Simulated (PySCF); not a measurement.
BF3.

```xyz
4

B      0.0000     0.0000     0.0000
F     -1.3253     0.0000     0.0000
F      0.6627     1.1478     0.0000
F      0.6627    -1.1478     0.0000
```
Charge 0, spin multiplicity 1.

Geometry: PBE-D3(BJ)/def2-TZVP. The isomer is the one that the SMILES or the coordinates give; other isomers of the formula were not compared.

Level of theory: KT2/pcSseg-2 run with PySCF. Non-relativistic, no solvent.

Computed absolute GIAO shielding of each atom: isotropic value and principal components (ppm):
```json
[
 {"atom": "B1", "σ(iso)": "88.6", "σ11": "75.6", "σ22": "95.1", "σ33": "95.1", "span": "19.5"},
 {"atom": "F2", "σ(iso)": "293.3", "σ11": "169.2", "σ22": "353.5", "σ33": "357.4", "span": "188.2"},
 {"atom": "F3", "σ(iso)": "293.4", "σ11": "169.2", "σ22": "353.5", "σ33": "357.4", "span": "188.2"},
 {"atom": "F4", "σ(iso)": "293.4", "σ11": "169.2", "σ22": "353.5", "σ33": "357.4", "span": "188.2"}
]
```
